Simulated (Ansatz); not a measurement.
# Ladder of methods for the elastic constant C44 of fcc Ni

Reference value: 132 GPa (measured, 0 K, low-temperature values given for 0 K; zero-point effects included; as tabulated in Li et al. (2021), arXiv:2102.01972).

Which of these levels comes closest to the reference?
A. LDA (Ansatz, a first-principles code)
B. PBEsol (Ansatz)
C. PBE (Ansatz)

C, PBE (Ansatz)

```
level (code)     value (GPa)  cell (Å³/atom)  difference (%)
---------------  -----------  --------------  --------------
LDA (Ansatz)             161           10.03             +22
PBE (Ansatz)             133           10.89            +0.8
PBEsol (Ansatz)          154           10.38           +16.7
```

Closest of the ranked levels: PBE (+0.8 %). Farthest off among them: LDA (+22 %). Of the ranked levels only PBE lands within 10 %.

The measured value isn't corrected to a static lattice, so vibrations enter the comparison. Spin-polarised runs: LDA (parallel moments), PBE (parallel moments), PBEsol (parallel moments). Each level is taken at its own relaxed cell. Ansatz's density-functional and Hartree–Fock values are scalar-relativistic unless marked +SOC, with PAW data made under PBE.

Differences are worked out from the printed values.
